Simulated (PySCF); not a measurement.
P2.
Geometry (PBE/def2-TZVP, Å), atoms numbered from 1 in this order:
```
atom  x, y, z in Å
P1     0.300   -0.605    0.664
P2    -0.298    0.607   -0.679
```

Computed, not measured: PBE/def2-TZVP geometry optimisation, gas phase (PySCF 2.14.0).

Take the most abundant isotopes and a rigid rotor. 

Task: What are the moment of inertia and the rotational constant?

Result: I = 56.216 u·Å², B = 505379 MHz·u·Å²/I = 8990 MHz (0.2999 cm⁻¹, or 0.431 K as hB/k). For two atoms I = μr² with μ = 15.4869 u and r = 1.9052 Å.

Task: List the first levels of a rigid rotor in a Σ state.

Result: E(J) = BJ(J+1): J = 1: 0.600, J = 2: 1.799, J = 3: 3.598, J = 4: 5.997, J = 5: 8.996, J = 6: 12.595 cm⁻¹.

Task: Has it a pure rotational spectrum?

Result: Not by electric dipole: D∞h allows no dipole (computed 0.00 D). Rotational Raman lines (ΔJ = 2) lie at B(4J + 6), spaced by 4B = 1.199 cm⁻¹, with nuclear-spin weights that differ between even and odd J.

Task: Estimate the classical rotational partition function at 10 K, 50 K and 298.15 K.

Result: Point group D∞h, symmetry number σ = 2; q = kT/(σhB), k/h = 20836.6 MHz/K: 11.6 at 10 K, 57.9 at 50 K, 346 at 298.15 K.

Stationary, but not proved a minimum. These are rigid-rotor constants of the computed structure; measured ground-state constants (B0) also hold zero-point vibration.
